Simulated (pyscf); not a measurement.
`[NH2][SiH2][Cl]` + `[SiH4]` → `[SiH3][NH][SiH2][Cl]` + `[H][H]` (four-centre exchange; singlet surface; H–N, H–Si broken, N–Si, H–H formed). Structures and frequencies: ωB97X-D3(BJ)/def2-SVP in PySCF. Rate constants from transition-state theory, ωB97M-D3(BJ)/def2-TZVP energies (ideal gas, 1 atm, RRHO with modes under 100 cm⁻¹ raised to 100, one conformer, R ln 2 for chiral ones without a mode under 150 cm⁻¹; no tunnelling), k in cm³ molecule⁻¹ s⁻¹.

| T (K) | 1000/T | log10 k |
|---|---|---|
| 298 | 3.354 | -46.97 |
| 600 | 1.667 | -29.88 |
| 900 | 1.111 | ? |
| 1200 | 0.833 | -21.00 |

Q: Fit an Arrhenius line to the three values, give the activation energy, and predict k at 900 K.

A: Least squares gives log10 k = -12.56 − 10.28 × 1000/T, so Ea = 10.28 × ln 10 × 1.987 = 47.0 kcal/mol, against an electronic barrier of 46.6. At 900 K the line gives -23.98; the computed value is -24.04 (ΔG‡ = 75.8 kcal/mol), close to the line. One saddle was located; it need not be the lowest between these sides.
